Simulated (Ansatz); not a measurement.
Al$_{2}$ClH$_{3}$, SMILES `[AlH2][AlH][Cl]`, relaxed with RKS PBE-D4/def2-SVP in Ansatz 0.2.0 from a rough embedded geometry. The force threshold is 0.03 eV/Å; the program also tests the step.

Total charge 0; spin multiplicity 1.

Start:

```xyz
6

Al    0.370   -0.464    1.108
Al   -0.274    0.269   -1.121
Cl   -1.148    2.263   -1.419
H     0.960   -1.891    1.372
H     0.158    0.532    2.408
H    -0.066   -0.709   -2.348
```

```csv
step,energy (eV),largest force (eV/Å),largest move (Å)
1,-25745.0497,1.318,0.000
2,-25745.2483,0.224,0.195
3,-25745.2545,0.034,0.048
4,-25745.2550,0.018,0.009
5,-25745.2557,0.043,0.033
6,-25745.2562,0.015,0.023
```

End:

```xyz
6

Al    0.376   -0.466    1.222
Al   -0.280    0.244   -1.199
Cl   -1.126    2.192   -1.439
H     0.992   -1.921    1.520
H     0.179    0.532    2.465
H    -0.141   -0.581   -2.569
```

Run time 5.5 s (2 threads of an Arm Neoverse V2 on a shared host); peak host memory 0.12 GiB.
